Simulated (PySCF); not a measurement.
Gas-phase reaction: 6 SiH₂ + F₂ → 2 SiHF + i-Si₄H₁₀

Method: PySCF energies plus ideal-gas RRHO corrections (1 bar). † marks an energy on the PBE0/def2-TZVP geometry and frequencies; other levels use their own. MP2 freezes the core. 6-31G* has spherical d functions here. All species are closed-shell singlets. B3LYP is the form with VWN-RPA correlation. SiHF: computed as isolated molecules; such fragments, hydroxides, amides, oligomers or adducts are transient or little studied in the gas. MP2 isn't extrapolated to the basis-set limit.

MP2/def2-SVP† gives ΔH°(298 K) = -1772 kJ.

Question: What do ωB97X-V/def2-TZVP†, HF/def2-TZVP†, B3LYP/6-31G* give?

Answer: ωB97X-V/def2-TZVP†: -1810 kJ; HF/def2-TZVP†: -1721 kJ; B3LYP/6-31G*: -1672 kJ. For scale, ΔH°(298 K) is -1772 kJ at this level, -1748 kJ at ωB97M-V/def2-TZVP†, and runs from -1911 to -1642 kJ over the 17 levels computed.
